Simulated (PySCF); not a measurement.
**Static response to an electric field**

Compound: H3O4P.
Structure used (PBE0-D3(BJ)/def2-SVP), in Å, numbered top down from 1:
```
atom  x, y, z in Å
O1     0.373   -0.032    1.608
P2    -0.113   -0.041    0.221
O3    -0.822    1.282   -0.356
O4     1.041   -0.296   -0.884
O5    -1.242   -1.132   -0.080
H6    -0.345    2.084   -0.110
H7     1.790   -0.745   -0.472
H8    -1.596   -1.080   -0.977
```

Level: CAM-B3LYP/def2-SVPD (PySCF), static field, nuclei fixed, core orbitals frozen in the response. The polarisability tensor in these axes (au):

```
x   37.93 -0.08  1.56
y   -0.08 37.38  0.21
z    1.56  0.21 38.31
```

Task: Diagonalise the tensor; give its mean and Δα, where Δα² is half the sum of the squared differences of the eigenvalues.

Result: Principal values 36.50, 37.43 and 39.70 au; mean 37.88 au = 5.61 Å³ = 6.25 × 10⁻⁴⁰ C²·m²/J; Δα = 2.85 au (8 % of the mean).

Task: What is the dipole moment, and where does it point?

Result: (0.42, 0.68, -3.03) D, 3.13 D in size, pointing from the negative to the positive side. Measured along this direction, the outermost atoms are O1 at the negative end and O4 at the positive end.

Task: Traceless (Buckingham) quadrupole moment about the centre of nuclear charge: eigenvalues?

Result: -11.19, 4.05, 7.13 D·Å. The values depend on the origin, since the dipole doesn't vanish. The electronic extent ⟨r²⟩ about the same centre is 408 bohr², a root-mean-square distance of 1.51 Å for the 50 electrons.

Task: Find the Langevin capture rate constant for NH4+ (18.034 u) meeting this molecule (97.977 u), k = 2.342 × 10⁻⁹ cm³/s × √(α in Å³ / reduced mass in u).

Result: The reduced mass is 15.23 u, so k = 1.42 × 10⁻⁹ cm³/s. The formula leaves out the permanent dipole, which adds to the capture rate.

Task: Sum over states: ᾱ = Σ f/ω², ω in Eh. What share falls to these 6 lowest TDDFT singlets (eV, f)? 7.61, 0.0245; 7.79, 0.0191; 8.48, 0.0177; 8.88, 0.0161; 8.95, 0.0156; 9.09, 0.0146.

Result: They add up to 1.15 au, 3.0 % of the 37.88 au; the largest single term is 0.31 au, from the state at 7.61 eV. Terms in order: 0.31, 0.23, 0.18, 0.15, 0.14, 0.13 au. Higher excitations give the rest. The strengths listed sum to 0.108.

Task: Orientational against electronic polarisability at 273 K (dilute gas, rigid molecules)?

Result: In Gaussian units μ²/3kT = 86.90 Å³ against 5.61 Å³, a ratio of 15.48; the Debye molar polarisation (4π/3)N_A(α + μ²/3kT) is 233.4 cm³/mol, leaving out the vibrational part.

Task: What molar refraction does this α imply?

Result: Lorentz–Lorenz: R = (4π/3)N_A α = 2.5225 cm³/(mol·Å³) × 5.61 Å³ = 14.2 cm³/mol, in the limit of long wavelengths.

The structure is a single PBE0-D3(BJ)/def2-SVP conformer in the gas phase; no vibrational or solvent corrections.
